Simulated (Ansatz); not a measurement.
## Forms of BH2O and their order

Ansatz 0.2.0, basis cc-pVDZ; geometries are PBE0/def2-TZVP minima. Wave-function levels freeze the cores; HF, MP2 and coupled cluster are restricted for singlets and unrestricted otherwise, Kohn–Sham unrestricted where that lies lower. The reference is CCSDT(Q) (coupled cluster only where its series has nearly closed). Semilocal and hybrid functionals correlate all electrons outside any core potential and usually lie nearer their basis limit than the reference, so part of their error here is the reference's basis and frozen-core error; RPA and the MP2 part of double hybrids freeze the same cores as the reference. None of these values is a measured one. Energies are electronic, without zero-point terms. The set is small: such energies can lie up to about 0.3 eV from the limit, spin gaps mostly less, so near ties and functionals' places can change in larger sets. No spin–orbit coupling and no scalar relativity. The species are chosen: bound, without strong static correlation by their natural occupations or amplitudes, and with a ladder that closes on the reference, so errors are smaller than for species at large; levels whose determinant breaks symmetry or spin markedly are left out.

A. doublet; B–O 1.281, B–H 1.211, angles at B 120°. Coordinates (Å): B 0.000 0.000 0.669; O 0.000 0.000 -0.612; H 0.000 1.050 1.272; H 0.000 -1.050 1.272
B. doublet; B–O 1.333, B–H 1.201, O–H 0.961, angles at O 115°, angles at B 121°. Coordinates (Å): B 0.000 -0.238 0.742; O 0.000 0.161 -0.530; H 0.000 0.559 1.639; H 0.000 -0.553 -1.175

Problem. From bonding and spin, estimate the order of these in energy at CCSDT(Q), each at its own geometry.

Solution. At CCSDT(Q), above the lowest of those listed: A (0.000 eV), B (0.188 eV).

```tsv
level	B less A (eV)
CCSDT(Q)	0.188
HF	0.349
CCSD(T)	0.171
CCSDT	0.187
PBE	0.321
r2SCAN	0.249
PBE0	0.195
wB97M-V	0.224
B2PLYP	0.166
RPA-PBE	0.286
```

Every level shown puts the same form lowest.

The geometries are PBE0's, not this basis's own minima.
